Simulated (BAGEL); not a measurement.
# SiH2 (SMILES [H][Si][H]), step by step

Wanted: an optimisation with harmonic vibrations (HF/6-31++G**), then the energy (RI-MP2/6-31++G**) of SiH2. 

The results are computed with BAGEL 1.2.2.

8 further runs of the same task are left out: 2 that didn't finish, 6 set aside as unsound or not needed.

### Step 1. The molecule

The species is SiH2 (3 atoms), meant as a singlet with charge 0. As SMILES, `[H][Si][H]`. All atoms were displaced at random from a relaxed shape. The run starts from this shape.

Bond lengths: Si1–H2 1.537 Å, Si1–H3 1.529 Å. Angles: H2–Si1–H3 94.8°.

### Step 2. An optimisation with harmonic vibrations at HF/6-31++G(d,p) (density fitting with svp-jkfit, spherical functions) (run 1)

File input.json:

```json
{ "bagel": [

{
  "title": "molecule",
  "basis": "6-31++gss.json",
  "df_basis": "svp-jkfit",
  "angstrom": false,
  "geometry": [
    { "atom": "Si", "xyz": [     0.01747052,    -0.03614857,    -1.30167359 ] },
    { "atom": "H", "xyz": [     2.11838677,    -0.05193912,     0.70434061 ] },
    { "atom": "H", "xyz": [    -2.14070254,     0.12831051,     0.61192544 ] }
  ]
},

{
  "title": "optimize",
  "internal": false,
  "maxiter": 40,
  "method": [
    {
      "title": "hf"
    }
  ]
},

{
  "title": "hessian",
  "method": [
    {
      "title": "hf"
    }
  ]
}

]}
```

The basis set 6-31++G** is read from a file made from the Basis Set Exchange's data (not shown).

Command:

```
$ BAGEL_NUM_THREADS=1 BAGEL input.json > input.out
```

The log of the run:

```text
* using 1 threads per process

  ===============================================================
  ===============================================================

  *** Geometry ***

  { "atom" : "Si", "xyz" : [      0.017471,     -0.036149,     -1.301674 ] },
  { "atom" : "H", "xyz" : [      2.118387,     -0.051939,      0.704341 ] },
  { "atom" : "H", "xyz" : [     -2.140703,      0.128311,      0.611925 ] },

  Number of auxiliary basis functions:      164

  Since a DF basis is specified, we compute 2- and 3-index integrals:
    o Being stored without compression. Storage requirement is 0.002 GB

  Number of basis functions:       34
  Number of electrons      :       16

    * METHOD: MOLECULE                             0.02

    * Use approximate Hessian for optimization

  *** RHF ***

  === Nuclear Repulsion ===
     9.8999229926

      * DIIS with orbital gradients will be used.

  === RHF iteration (6-31++gss.json) ===
      0       -289.98522438          0.00957852           0.00
      1       -290.00055260          0.00289229           0.00
      2       -290.00252454          0.00053072           0.00
[... 6 lines of this table left out ...]
      9       -290.00262304          0.00000000           0.00
    * SCF iteration converged.

    * Permanent dipole moment:
           (    0.009979,    -0.005915,    -0.147043) a.u.

  * Nuclear energy gradient

    o Atom   0
        x         -0.0016884618
        y         -0.0002310652
        z         -0.0081473108
    o Atom   1
        x          0.0075599275
        y         -0.0001376615
        z          0.0050510784
    o Atom   2
        x         -0.0058714657
        y          0.0003687267
        z          0.0030962325
  * Gradient computed with                              0.18

  === Convergence status ===

                         Maximum     Tolerance   Converged?
[... 42 lines left out ...]
  ++ Mass Weighted Hessian ++
[... 17 lines left out ...]
  ++ Symmetrized Mass Weighted Hessian ++
[... 15 lines left out ...]
    * Projecting out translational and rotational degrees of freedom

 Mass Weighted Hessian Eigenvalues
  -0.00000  -0.00000  -0.00000   0.00000   0.00000   0.00000   0.04743   0.18060   0.18245

  ++ Mass Weighted Hessian Eigenvectors ++

                         0                   1                   2                   3                   4                   5
     0        0.1079153338       -0.9640741666       -0.0550095673       -0.0242384614        0.0101955959        0.1361875106
     1       -0.1571479868       -0.0601063867        0.8878469988        0.3757225850       -0.1431577206        0.1469538849
     2        0.0075387872       -0.0008817348       -0.3765025839        0.8895490886        0.0055787391       -0.0035819248
[... 5 lines of this table left out ...]
     8       -0.3524302989       -0.0001670053       -0.0713127106        0.1684879542       -0.0857688216       -0.3890494155

                         6                   7                   8
     0       -0.0027896328       -0.1913964114        0.0032202545
     1        0.0072377159        0.0081163508       -0.0066439019
     2        0.1908316127       -0.0037166482       -0.1744022422
[... 5 lines of this table left out ...]
     8       -0.5114844518       -0.4650204471        0.4535890915

    * Vibrational frequencies, IR intensities, and corresponding cartesian eigenvectors

                                    0                   1                   2                   3                   4                   5
      Freq (cm-1)                0.00                0.00                0.00                0.00                0.00                0.00

 IR Int. (km/mol)                0.00                0.00                0.00                0.00                0.00                0.00
[... 10 lines of this table left out ...]
                8            -0.35104            -0.00017            -0.07103             0.16782            -0.08543            -0.38751

                                    6                   7                   8
      Freq (cm-1)             1119.46             2184.54             2195.71

 IR Int. (km/mol)              152.65              423.99              356.40
[... 10 lines of this table left out ...]
                8            -0.50947            -0.46319             0.45180

    * METHOD: HESSIAN                              3.65

  ===============================================================
```

It took 5.4 s on 1 thread of Arm Neoverse V1, shared host.

### Step 3. A single-point energy at RI-MP2/6-31++G(d,p) (density fitting with svp-jkfit, spherical functions) (run 2)

File job.json:

```json
{ "bagel" : [

{
  "title" : "molecule",
  "basis" : "6-31++gss.json",
  "df_basis" : "svp-jkfit",
  "angstrom" : false,
  "geometry" : [
    { "atom" : "Si", "xyz" : [     0.01745540,    -0.03610889,    -1.30061912 ] },
    { "atom" : "H", "xyz" : [     2.06552924,    -0.05040089,     0.68445313 ] },
    { "atom" : "H", "xyz" : [    -2.08762958,     0.12621292,     0.61704282 ] }
  ]
},

{
  "title" : "hf"
},

{
  "title" : "mp2",
  "ncore" : 5
}

]}
```

The basis set 6-31++G** is read from a file made from the Basis Set Exchange's data (not shown).

Command:

```
$ BAGEL_NUM_THREADS=1 BAGEL job.json > job.out
```

The log of the run:

```text
* using 1 threads per process

  ===============================================================
  ===============================================================

  *** Geometry ***

  { "atom" : "Si", "xyz" : [      0.017455,     -0.036109,     -1.300619 ] },
  { "atom" : "H", "xyz" : [      2.065529,     -0.050401,      0.684453 ] },
  { "atom" : "H", "xyz" : [     -2.087630,      0.126213,      0.617043 ] },

  Number of auxiliary basis functions:      164

  Since a DF basis is specified, we compute 2- and 3-index integrals:
    o Being stored without compression. Storage requirement is 0.002 GB

  Number of basis functions:       34
  Number of electrons      :       16

    * METHOD: MOLECULE                             0.02

  *** RHF ***

  === Nuclear Repulsion ===
    10.0573968636

      * DIIS with orbital gradients will be used.

  === RHF iteration (6-31++gss.json) ===
      0       -289.98578255          0.00966913           0.00
      1       -290.00100628          0.00290037           0.00
      2       -290.00293798          0.00052429           0.00
      3       -290.00302619          0.00012635           0.00
      4       -290.00303205          0.00001551           0.00
      5       -290.00303212          0.00000205           0.00
      6       -290.00303212          0.00000028           0.00
      7       -290.00303212          0.00000005           0.00
      8       -290.00303212          0.00000001           0.00
    * SCF iteration converged.

    * Permanent dipole moment:
           (    0.002489,    -0.006426,    -0.169404) a.u.

    * METHOD: HF                                   0.05

  *** RHF ***

  === Nuclear Repulsion ===
    10.0573968636

      * DIIS with orbital gradients will be used.

  === RHF iteration (6-31++gss.json) ===
      0       -290.00303212          0.00000000           0.00
    * SCF iteration converged.

    * Permanent dipole moment:
           (    0.002489,    -0.006426,    -0.169404) a.u.

  === DF-MP2 calculation ===

    * freezing 5 orbitals
    * 3-index integral transformation done
    * assembly done

      MP2 correlation energy:   -0.0808737883      0.00

      MP2 total energy:       -290.0839059112

    * METHOD: MP2                                  0.01

  ===============================================================
```

Wall time 0.22 s (1 thread of Arm Neoverse V1, shared host).

### Step 4. Results

```
                                                            quantity          value
                        run 1, HF/6-31++G**: total energy at the end  -290.00303 Eh
                     run 1, HF/6-31++G**: lowest harmonic wavenumber      1119 cm⁻¹
                    run 1, HF/6-31++G**: highest harmonic wavenumber      2196 cm⁻¹
                              run 1, HF/6-31++G**: zero-point energy    32.9 kJ/mol
                               run 2, RI-MP2/6-31++G**: total energy  -290.08391 Eh
run 2, RI-MP2/6-31++G**: correlation energy (5 core orbitals frozen)      -80.9 mEh
```

**Reading.** All 3 modes (run 1, HF/6-31++G**) are real, so the shape is a minimum at this level.
